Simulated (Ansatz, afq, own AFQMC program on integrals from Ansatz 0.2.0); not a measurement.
Two steps: Ansatz 0.2.0 writes the Fock matrix and Cholesky factors of the valence space, and afq projects on them the lowest state that overlaps trial and start.

```yaml
crystal:
  periodic: [false, false, false]
  atoms:
    - {symbol: Si, position_ang: [0.000000, -0.024816, 0.560007]}
    - {symbol: O, position_ang: [0.000000, 0.096617, -1.083436]}
    - {symbol: H, position_ang: [1.203564, -0.746254, 1.057763]}
    - {symbol: H, position_ang: [0.000000, 1.365115, 1.069958]}
    - {symbol: H, position_ang: [-1.203564, -0.746254, 1.057763]}
    - {symbol: H, position_ang: [0.000000, -0.714756, -1.591887]}
basis:
  gaussian: {orbitals: 6-31G}
magnetization: {spin_polarized: false}
correlation: {method: ccsd_t, electrons: outside_noble_gas, hamiltonian_folder: ham}
```

```sh
$ ansatz run in.yaml --threads 1 --pin off --events-out ev --progress --plain --max-ram 1382MiB
```

Options of the walk:

```
--method phaseless --trial cisd --walkers 20 --populations 1 --least-time 40 --time-step 0.0025 --steps-per-block 50 --equilibration-blocks 48 --max-blocks 160 --target-error 0.0009 --factor-cut 1e-05 --seed 7643 --taylor-order 6
```

Times are imaginary, in 1/Eh. The walk had a cap of 213 s.

Log:

```
orbitals 24  electrons 7 7  factors 170 of 343
reference energy -366.03840407 Eh
CCSD correlation -0.19918865 Eh in 9 cycles, weight of the determinant in the CISD state 0.9163
energy of the start -366.237593 Eh
 block  time / (1/Eh)  mean weight  energy / Eh
     1     0.125  1.0003  -366.234847
     2     0.250  1.0007  -366.234546
     3     0.375  1.0016  -366.235612
     4     0.500  0.9998  -366.233615
     5     0.625  0.9983  -366.236332
    10     1.250  1.0012  -366.238187
    31     3.875  0.9995  -366.240328
    56     7.000  0.9998  -366.245715
    81    10.125  1.0008  -366.237979
   106    13.250  0.9992  -366.248808
   111    13.875  1.0002  -366.233748
   131    16.375  1.0005  -366.241309
   156    19.500  0.9990  -366.237385
   181    22.625  0.9986  -366.242732
   196    24.500  1.0015  -366.272638
   206    25.750  0.9992  -366.243844
blocks merged  error / Eh  count
     1  0.000587  160
     2  0.000746  80
     4  0.000870  40
     8  0.000882  20
    16  0.000887  10
energy -366.241324 +/- 0.000882 Eh
(rows thinned)
```

The run failed at least one of its tests; the cautions name the faults.

Against this walk (error 24.0 meV) on the same determinant: CCSD(T) 29.9 meV higher (within the noise), the released energy of a separate walk with a CISD trial 10.7 ± 25.3 meV higher (within the noise), a separate phaseless walk with a CISD trial and standard settings 17.0 ± 24.8 meV higher (within the noise). The error is statistical and leaves out the bias of the constraint.

Cautions: constraint bias not in the error; error not settled; the sampling time fell short of the least asked; so few walkers bias the energy.

The walk took 14 s on 1 thread of Arm Neoverse V2 (shared host). The log's last line is the phaseless energy.

A walk keeps the symmetry of its determinant, which the program's search chose and which needn't be the lowest solution, so a lower state of the same spin and another symmetry isn't excluded.
